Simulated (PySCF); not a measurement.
chlorine (Cl2), SMILES ClCl.

Geometry optimised at B3LYP-D3(BJ)/def2-TZVPD.

Two levels are set side by side: TDA-PBE/def2-TZVPD (PySCF) and EOM-CCSD/aug-cc-pVDZ (PySCF). Vertical, same geometry; the bases differ. Differences are taken from unrounded values.

```csv
quantity,EOM-CCSD,TDA-PBE,TDA-PBE minus EOM-CCSD
lowest singlet excitation (eV),3.79,3.39,-0.41
lowest triplet excitation (TDA for PBE) (eV),2.98,2.50,-0.48
```

A lower first singlet is the usual sign of a functional without exact exchange. Differences between two approximate levels are no errors against the true value.

Rough cost on one machine, each run with all the roots and properties that it gave: EOM-CCSD against TDA-PBE within a factor of 2.
